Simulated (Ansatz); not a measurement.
**CH₂N+ (SMILES C#[NH+]): one structure at several levels**

The task here is to estimate one member of a computed series from the others.

Computed with Ansatz 0.2.0, Gaussian basis. Level: single points in def2-TZVPP.

Cores are frozen in the correlated methods.

### The starting structure

SMILES `C#[NH+]`, 4 atoms, charge 1, spin multiplicity 1.

Atoms are counted from 1 here; the program's logs count them from 0.

Bond lengths: C1–N2 1.194 Å, C1–H3 1.020 Å, N2–H4 0.947 Å. Angles: N2–C1–H3 176.5°, C1–N2–H4 177.1°.

As a file:

```xyz
4

C    -0.3776   -0.3366    0.2581
N     0.4009    0.3123   -0.3732
H    -1.0572   -0.8393    0.8281
H     1.0535    0.8134   -0.8430
```

The first run:

The input, run/in.yaml:

```yaml
crystal:
  periodic: [false, false, false]
  atoms:
    - {symbol: C, position_ang: [-0.377600, -0.336600, 0.258100]}
    - {symbol: N, position_ang: [0.400900, 0.312300, -0.373200]}
    - {symbol: H, position_ang: [-1.057200, -0.839300, 0.828100]}
    - {symbol: H, position_ang: [1.053500, 0.813400, -0.843000]}
basis:
  gaussian: {orbitals: def2-TZVPP}
total_charge: 1
correlation: {method: ccsd_t}
output: {forces: true}
```

The command line of these runs was not kept.

Steps of the session up to this table: CCSD(T)/def2-TZVPP; PBE0-D4/def2-TZVPP; wB97M-V/def2-TZVPP; r2SCAN-D4/def2-TZVPP; PBE-D4/def2-TZVPP; SPW92/def2-TZVPP; r2SCAN0-D4/def2-TZVPP.

One of the session's tables, all rows but one given; the rest of the session is left out.

| method | RMS force component (eV/Å) | angle to CCSD(T) forces (°) |
| --- | --- | --- |
| CCSD(T) | 4.085 | reference |
| PBE0-D4 | 4.766 | 2.6 |
| wB97M-V | ? | ? |
| r2SCAN-D4 | 4.574 | 2.1 |
| PBE-D4 | 4.270 | 0.9 |
| SPW92 | 4.655 | 0.7 |
| r2SCAN0-D4 | 4.958 | 4.2 |

**Question.** Estimate the row for wB97M-V.

**Answer.** RMS force component (eV/Å): 4.750; angle to CCSD(T) forces (°): 2.8. In the column «RMS force component (eV/Å)» it lies between SPW92 (4.655) and PBE0-D4 (4.766).
